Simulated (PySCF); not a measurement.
# CH6AlN (SMILES C[NH][AlH2]), step by step, part 3 of 3

PySCF 2.14.0. Earlier steps stand in the parts before.

## 6. Results

The summary covers parts 1 to 3.

| quantity | value |
| --- | --- |
| run 1, HF/6-31G**: total energy at the end | -337.72971 Eh |
| run 1, HF/6-31G**: dipole moment | 1.07 D |
| run 1, HF/6-31G**: HOMO energy | -9.92 eV |
| run 1, HF/6-31G**: LUMO energy | 2.04 eV |
| run 1, HF/6-31G**: HOMO–LUMO gap | 11.96 eV |
| run 2, HF/6-31G**: total energy | -337.72968 Eh |
| run 2, HF/6-31G**: lowest harmonic wavenumber | 171 cm⁻¹ |
| run 2, HF/6-31G**: highest harmonic wavenumber | 3812 cm⁻¹ |
| run 2, HF/6-31G**: zero-point energy | 189.0 kJ/mol |
| run 2, HF/6-31G**: ideal-gas entropy at 350 K (symmetry number 1 as used) | 72.4 cal/(mol K) |
| run 3, NEVPT2(2,2)/Sapporo-DZP: total energy | -338.12544 Eh |
| run 3, NEVPT2(2,2)/Sapporo-DZP: dipole moment (Hartree–Fock density) | 1.06 D |
| run 3, NEVPT2(2,2)/Sapporo-DZP: HOMO energy (Hartree–Fock orbitals) | -10.01 eV |
| run 3, NEVPT2(2,2)/Sapporo-DZP: LUMO energy (Hartree–Fock orbitals) | 1.68 eV |
| run 3, NEVPT2(2,2)/Sapporo-DZP: HOMO–LUMO gap (Hartree–Fock orbitals) | 11.70 eV |
| run 4, TDA-PBE/6-311G**: ground-state or mean-field energy | -338.66510 Eh |
| run 4, TDA-PBE/6-311G**: dipole moment (PBE Kohn–Sham density) | 1.61 D |
| run 4, TDA-PBE/6-311G**: HOMO energy (PBE Kohn–Sham orbitals) | -5.55 eV |
| run 4, TDA-PBE/6-311G**: LUMO energy (PBE Kohn–Sham orbitals) | -1.36 eV |
| run 4, TDA-PBE/6-311G**: HOMO–LUMO gap (PBE Kohn–Sham orbitals) | 4.19 eV |
| run 4, TDA-PBE/6-311G**: lowest singlet excitation energy | 5.16 eV |

**Reading.** The optimisation (run 1, HF/6-31G**) took 8 steps and changed the energy by -1.579 eV. All 21 modes (run 2, HF/6-31G**) are real, so the shape is a minimum at this level. Mulliken charges (run 3, NEVPT2(2,2)/Sapporo-DZP) of the mean-field density run from -0.52 on N2 to +0.26 on Al3. The brightest of the 3 transitions from the ground state lies at 5.16 eV (240 nm, f = 0.182). Roots above 5.6 eV lie over the negative of the HOMO energy, where those of Rydberg kind are poorly described; valence roots are less touched. Mulliken charges (run 4, TDA-PBE/6-311G**) of the mean-field density run from -0.61 on N2 to +0.59 on Al3; they depend strongly on the basis.
